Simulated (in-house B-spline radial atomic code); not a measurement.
## RPA and G0W0 on PBE0: neutral xenon

Configuration [Kr] 4d10 5s2 5p6, mean-field start PBE0. Computed with a B-spline radial code for spherical atoms: all electrons, scalar-relativistic (spin-free one-electron X2C), finite nucleus, each spin shell either full or empty, empty states to l = 9 with an (l + 1/2)⁻⁴ tail; G0W0 by contour deformation at full frequency.

Spin-orbit coupling, left out, splits p levels strongly here.

Command:
```bash
python run_gw.py task.json out
```
Settings (radii: box in bohr, nucleus in fm):
```
Z                        54
electrons                54
configuration            [Kr] 4d10 5s2 5p6
hamiltonian              x2c
method                   pbe0
lmax                     9
rms_radius               4.7859
spin_polarised           False
box_radius               40
intervals                72
```

Time taken, with all properties: 6.6 s on 1 thread of Arm Neoverse N1, on a shared host.

Energies (hartree):

| term | value |
| --- | --- |
| mean-field total | -7446.21007 |
| Hartree-Fock functional on these orbitals | -7443.55202 |
| direct second order | -4.7361 |
| second-order exchange | 1.2886 |
| SOSEX correction | 1.2012 |

Task: What is the RPA correlation energy, and what remains with SOSEX?

Result: RPA gives -4.1501 hartree (-2.09 eV per electron); RPA + SOSEX gives -2.9489, and the second-order doubles -3.4475 hartree (no singles). SOSEX takes back 29 % of the RPA value.

Quasi-particle levels (eV):

```
level  occupied  mean field  Σx - vxc  Σc  QP weight  G0W0
   5p       yes      -9.523     -2.68   ?          ?     ?
```

G0W0 = mean field + (Σx - vxc) + Σc, with Σc (partial-wave tail included) taken at the quasi-particle energy. Only the outer levels were computed. Levels of low weight are left out.

Task: Where does G0W0 put 5p?

Result: At -12.601 eV, with Σc = -0.40 eV and a quasi-particle weight of 0.894. The tabulated removal energy is 12.130 eV (NIST, measured); the calculation leaves out spin-orbit coupling, Breit and QED terms, and what these don't explain is the method's own error.
